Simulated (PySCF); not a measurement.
Compound: formate(1-), CHO2 (charge -1).
Bonds: O1–C2 (double), C2–O3. Hydrogens: H4 on C2.

The same species was optimised twice, with GFN2-xTB and with PBE0-D3(BJ)/def2-SVP (PySCF), and the same property calculations (PySCF, gas phase) were run on both structures.

```json
{"coordinate": "C2–H4 (Å)", "GFN2-xTB": "1.190", "PBE0-D3(BJ)/def2-SVP": "1.168", "change": "-0.022"}
{"coordinate": "O1=C2 (Å)", "GFN2-xTB": "1.230", "PBE0-D3(BJ)/def2-SVP": "1.242", "change": "+0.012"}
{"coordinate": "C2–O3 (Å)", "GFN2-xTB": "1.230", "PBE0-D3(BJ)/def2-SVP": "1.242", "change": "+0.012"}
{"coordinate": "O1–C2–O3 (°)", "GFN2-xTB": "131.6", "PBE0-D3(BJ)/def2-SVP": "131.3", "change": "-0.3"}
{"coordinate": "O1–C2–H4 (°)", "GFN2-xTB": "114.2", "PBE0-D3(BJ)/def2-SVP": "114.4", "change": "+0.2"}
{"coordinate": "O3–C2–H4 (°)", "GFN2-xTB": "114.2", "PBE0-D3(BJ)/def2-SVP": "114.3", "change": "+0.1"}
```

Rotational constants: A = 109779, B = 12554, C = 11265 MHz (GFN2-xTB) against A = 109253, B = 12331, C = 11081 MHz (PBE0-D3(BJ)/def2-SVP). Point groups within 0.08 Å: C2v and C2v.

On the GFN2-xTB structure: HOMO (eV) -0.52 [PBE0/pcSseg-1]; LUMO (eV) 7.96 [PBE0/pcSseg-1]; GIAO shielding of O1/O3 (mean) (ppm) -22.2 [PBE0/pcSseg-1]; GIAO shielding of C2 (ppm) 26.3 [PBE0/pcSseg-1].

Question: What do these properties become on the PBE0-D3(BJ)/def2-SVP structure?

Answer: 
```tsv
property	level	on GFN2-xTB	on PBE0-D3(BJ)/def2-SVP	change
HOMO (eV)	PBE0/pcSseg-1	-0.52	-0.53	-0.01
LUMO (eV)	PBE0/pcSseg-1	7.96	7.94	-0.02
energy, GFN2-xTB geometry as zero (kcal/mol)	PBE0/pcSseg-1	0.0	-0.5	-0.5
GIAO shielding of O1/O3 (mean) (ppm)	PBE0/pcSseg-1	-22.2	-35.5	-13.3
GIAO shielding of C2 (ppm)	PBE0/pcSseg-1	26.3	22.1	-4.2
```

The heavy atoms differ by 0.009 Å rms after alignment. Among all bonds C2–H4 changes most (-0.022 Å). Changes are differences of the printed values. Neither structure is proved a minimum here. Geometry: PBE0-D3(BJ)/def2-SVP; no solvent, vibrations or thermal averaging.
